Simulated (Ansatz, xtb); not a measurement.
C2H2F3+: where a starting geometry ends

The starting geometry of this gas-phase singlet was built from a drawn formula by distance geometry and a force field; its bonds are those of `F[CH+]C(F)F`.

```yaml
atoms:
  - { symbol: C, position_ang: [-0.7845, -0.3038, 1.1269] }
  - { symbol: C, position_ang: [-2.0920, 0.2747, 0.6173] }
  - { symbol: F, position_ang: [-0.6886, -0.8621, 2.3006] }
  - { symbol: F, position_ang: [-1.9164, 1.6269, 0.2849] }
  - { symbol: F, position_ang: [-2.3939, -0.3379, -0.5462] }
  - { symbol: H, position_ang: [0.1356, -0.2766, 0.5793] }
  - { symbol: H, position_ang: [-2.9102, 0.1328, 1.3194] }
```

Problem. Predict what it relaxes into with r2SCAN-D4/def2-SVP.

Solution. It keeps its bonds, and is `F[CH+]C(F)F`.

The energy falls by 0.45 eV over 16 steps:

| step | E − E(last) (eV) |
| --- | --- |
| 1 | 0.451 |
| 3 | 0.072 |
| 4 | 0.053 |
| 6 | 0.035 |
| 8 | 0.033 |
| 9 | 0.029 |
| 11 | 0.012 |
| 13 | 0.001 |
| 14 | 0.000 |
| 16 | 0.000 |

Final geometry (Å):

```yaml
atoms:
  - { symbol: C, position_ang: [-0.8276, -0.3054, 1.1012] }
  - { symbol: C, position_ang: [-2.1637, 0.1369, 0.5809] }
  - { symbol: F, position_ang: [-0.6578, -0.4440, 2.3253] }
  - { symbol: F, position_ang: [-1.6466, 1.4367, 0.6221] }
  - { symbol: F, position_ang: [-2.3857, -0.2410, -0.6468] }
  - { symbol: H, position_ang: [0.0653, -0.3696, 0.4480] }
  - { symbol: H, position_ang: [-3.0339, 0.0404, 1.2516] }
```

From the same start GFN2-xTB ends elsewhere, differing in C1–F4 (1.53 against 1.98 Å here).

The end wasn't checked by frequencies. Run with Ansatz 0.2.0, 75 s on 1 thread of Arm Neoverse N1, on a shared host.
